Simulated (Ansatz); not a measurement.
# BSiHO (quintet): the correlation ladder, def2-QZVPP

The task here is to estimate one member of a computed series from the others.

Computed with Ansatz 0.2.0, Gaussian basis. Level: def2-QZVPP, core rule «outside noble gas», up to 7 orbitals frozen.

Plan: UHF; ROHF; CCSD(T) on UHF.

2 further runs of the same task are left out: 2 set aside as unsound or not needed.

**The geometry**

The geometry is a PBE0/def2-TZVP stationary point (not a proven minimum) of the parent state, kept for this charge and spin.

4 atoms, charge 0, spin multiplicity 5.

Atoms are counted from 1 here; the program's logs count them from 0.

Bond lengths: B1–Si2 1.800 Å, B1–H4 1.175 Å, Si2–O3 1.513 Å. Angles: Si2–B1–H4 180.0°, B1–Si2–O3 180.0°.

Coordinates:

```xyz
4

B     0.00000    0.00000    0.98428
Si    0.00000    0.00000   -0.81532
O     0.00000    0.00000   -2.32843
H     0.00000    0.00000    2.15948
```

Set-up of the first run:

File in.yaml:

```yaml
crystal:
  periodic: [false, false, false]
  atoms:
    - {symbol: B, position_ang: [0.000000, 0.000000, 0.984275]}
    - {symbol: Si, position_ang: [0.000000, 0.000000, -0.815325]}
    - {symbol: O, position_ang: [0.000000, 0.000000, -2.328425]}
    - {symbol: H, position_ang: [0.000000, 0.000000, 2.159475]}
basis:
  gaussian: {orbitals: "def2-QZVPP.json"}
magnetization: {spin_polarized: true, initial_magnetization: 4}
hamiltonian: {xc: hf}
output: {orbitals: {seedname: orbitals}}
```

Started as:

```bash
> ansatz run in.yaml --threads 1 --pin off --events-out ev --progress --plain --max-ram 2393MiB
```

Steps of the session up to this table: UHF; ROHF; CCSD(T) on UHF.

One table of the session follows, with a row left open; its other results are not shown here.

| method | from UCCSD(T) (kJ/mol) |
| --- | --- |
| ROHF | ? |
| UHF | +1095.8 |
| UMP2 | +124.3 |
| UCCSD | +44.7 |
| UCCSD(T) | 0 |

Q: Estimate the row for ROHF from the others.

As computed: from UCCSD(T) (kJ/mol): +1115.6. In the column «from UCCSD(T) (kJ/mol)» it is the highest.
